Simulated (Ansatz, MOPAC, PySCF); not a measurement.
Molecule: trans-1,3-butadiene, C₄H₆, charge 0, multiplicity 1. SMILES: C=CC=C
Structure (B3LYP-D3(BJ)/def2-TZVP (Ansatz, a first-principles code) minimum search):
```
C
C 1 1.3340
H 2 1.0816 1 121.71
H 2 1.0839 3 116.96 1 -180.00
H 1 1.0866 2 119.46 3 0.00
C 1 1.4517 5 116.32 2 -180.00
C 6 1.3340 1 124.23 5 0.00
H 7 1.0816 6 121.71 1 -180.00
H 7 1.0839 8 116.96 6 180.00
H 6 1.0866 7 119.46 8 0.00
```

Unscaled harmonic wavenumbers (cm⁻¹) in rising order, each level at the stationary point that it reaches from this structure (no distance between atoms moves by over 0.3 Å); the order of modes can differ between levels, and a negative number is imaginary. B3LYP-D3(BJ)/def2-TZVP (PySCF, at the structure above): 175, 300, 521, 541, 782, 904, 942, 943, 1002, 1009, 1056, 1232, 1320, 1326, 1421, 1480, 1655, 1706, 3129, 3139, 3142, 3142, 3226, 3226.

AM1 (MOPAC): 88, 323, 492, 538, 702, 951, 963, 991, 1003, 1052, 1053, 1291, 1303, 1324, 1403, 1444, 1831, 1874, 3140, 3157, 3179, 3183, 3214, 3216. Zero-point energy 53.9 against 53.3 kcal/mol; where all levels lie over 400 cm⁻¹, the wavenumbers are on average 1.011 times those of B3LYP-D3(BJ)/def2-TZVP.

PM3 (MOPAC): 76, 334, 504, 530, 706, 915, 924, 942, 963, 1016, 1040, 1194, 1208, 1267, 1321, 1377, 1824, 1873, 3033, 3040, 3135, 3136, 3147, 3147. Zero-point energy 52.4 against 53.3 kcal/mol; where all levels lie over 400 cm⁻¹, the wavenumbers are on average 0.981 times those of B3LYP-D3(BJ)/def2-TZVP.

B3LYP/6-31G* (Ansatz): 177, 295, 516, 540, 782, 907, 928, 932, 1003, 1011, 1065, 1240, 1329, 1331, 1435, 1496, 1676, 1729, 3146, 3156, 3163, 3164, 3245, 3246. Zero-point energy 53.6 against 53.3 kcal/mol; where all levels lie over 400 cm⁻¹, the wavenumbers are on average 1.004 times those of B3LYP-D3(BJ)/def2-TZVP.
